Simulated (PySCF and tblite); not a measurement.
Values are calculated unless marked as measured or tabulated.
(E)-crotonaldehyde, C4H6O, numbered as in [CH3:1]/[CH:2]=[CH:3]/[CH:4]=[O:5].

The ensemble was built from 90 distance-geometry starts (ETKDG and KDG, MMFF94s, GFN2-xTB) and rests on PBE0-D3(BJ)/def2-SVP geometries. Weights use CAM-B3LYP-D3(BJ)/def2-TZVP (IEF-PCM, chloroform) energies plus GFN2-xTB zero-point and thermal terms (modes under about 100 cm⁻¹ blended into free rotors). Symmetry numbers and mirror images are counted. Conformers within 3 kcal/mol (GFN2-xTB free energy) were kept, 8 at most. GIAO shieldings: wB97X-D/pcSseg-1 (IEF-PCM, chloroform). Shifts are against TMS (¹H), TMS (¹³C) at the same level. (PySCF 2.14, tblite 0.8.)

(1) Predict the averaged NMR shifts at 298.15 K.

(2) How do the conformers differ?

(3) Which signal moves most, for its nucleus, between 200 and 400 K through the change of populations alone?

Shifts are unscaled: against experiment ¹³C can be off by 15 ppm or more and ¹H by 0.8 ppm.

## Answers

(1) ¹H: 9.31 (H4, 1H), 7.04 (H2, 1H), 6.23 (H3, 1H), 2.19 (H1, 3H) ppm. ¹³C: 201.4 (C4), 169.6 (C2), 141.2 (C3), 22.3 (C1) ppm.

(2) Torsions listed: C2–C3–C4–O5.
| conformer | shape | weight % |
| --- | --- | --- |
| 1 | 180° | 98.0 |
| 2 | 1° | 2.0 |

```json
{"signal": "H1", "1": "2.19", "2": "2.13", "average": "2.19"}
{"signal": "H2", "1": "7.03", "2": "7.45", "average": "7.04"}
{"signal": "H3", "1": "6.23", "2": "6.36", "average": "6.23"}
{"signal": "H4", "1": "9.31", "2": "9.39", "average": "9.31"}
{"signal": "C1", "1": "22.3", "2": "21.6", "average": "22.3"}
{"signal": "C2", "1": "169.8", "2": "159.3", "average": "169.6"}
{"signal": "C3", "1": "141.3", "2": "135.2", "average": "141.2"}
{"signal": "C4", "1": "201.4", "2": "196.8", "average": "201.4"}
```

(3) C2: 169.8 ppm at 200 K, 169.7 ppm at 250 K, 169.6 ppm at 298.15 K, 169.5 ppm at 350 K, 169.3 ppm at 400 K.
